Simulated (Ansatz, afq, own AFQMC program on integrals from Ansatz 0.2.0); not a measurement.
## Where AFQMC and coupled cluster stand for C$_{2}$H$_{5}$, doublet

```yaml
atoms:
  - { symbol: C, position_ang: [0.0000, -0.0056, 1.1504] }
  - { symbol: C, position_ang: [0.0000, 0.0026, -1.2406] }
  - { symbol: H, position_ang: [0.0000, -1.0182, 1.5567] }
  - { symbol: H, position_ang: [0.8752, 0.5161, 1.5598] }
  - { symbol: H, position_ang: [-0.8752, 0.5161, 1.5598] }
  - { symbol: H, position_ang: [0.0000, -0.9154, -1.8125] }
  - { symbol: H, position_ang: [0.0000, 0.9369, -1.7881] }
```

Basis 6-31G. Only valence electrons are correlated. Integrals, coupled cluster, full CI and functionals: Ansatz 0.2.0; the random walks run on the same integrals in our own AFQMC program. ph-AFQMC/CISD is guided by a CISD state made of CCSD amplitudes; releasing the constraint for a short imaginary time cuts its bias at the price of noise, slowly where states lie close. ± is one standard error of the sampling.

Determinant: ROHF, the one that the program's search chose, which needn't be the lowest solution. The geometry is a point of a scan.

No full CI on the walks' own integrals is used here; CCSDT(Q) serves as the reference and is uncertain by about the last step of the cluster series.

Cautions: higher spins were not checked; a spin-contaminated unrestricted determinant lies lower (UHF 1.09 eV lower, ⟨S²⟩ 1.43); the released energies move by 1.5 errors or more from one time to the next, so no released level is given (meV from the phaseless value at times in 1/Eh: 6 ± 28 at 0.24, -5 ± 29 at 0.51, -23 ± 19 at 0.99, -11 ± 23 at 1.62, -53 ± 25 at 2.40), though the last usable value meets CCSDT(Q) within the noise.

```
T1 diagnostic                               : 0.0327
weight of the determinant in the CISD state : 0.826
size of the correlated space                : 13 electrons in 26 orbitals
```

```json
{"level": "MP2", "correlation energy (eV)": "-5.0400"}
{"level": "CCSD", "correlation energy (eV)": "-6.2708"}
{"level": "CCSD(T)", "correlation energy (eV)": "-6.4706"}
```

Task: Estimate where phaseless AFQMC with a CISD trial lies against CCSD(T) on the same integrals.

Result: 1.1 ± 2.2 kJ/mol above CCSD(T). The gap is under twice the noise, so this walk alone can't tell the two apart.

Reference: CCSDT(Q), correlation energy -6.506 eV.

```json
{"level": "CCSD(T)", "E − E(reference) (kJ/mol)": "3.5", "share of correlation (%)": "99.45"}
{"level": "CCSDT", "E − E(reference) (kJ/mol)": "1.2", "share of correlation (%)": "99.82"}
{"level": "ph-AFQMC/CISD", "E − E(reference) (kJ/mol)": "4.5 ± 2.2", "share of correlation (%)": "99.28"}
```

A walk keeps the symmetry of its determinant, which the program's search chose and which needn't be the lowest solution, so a lower state of the same spin and another symmetry isn't excluded.
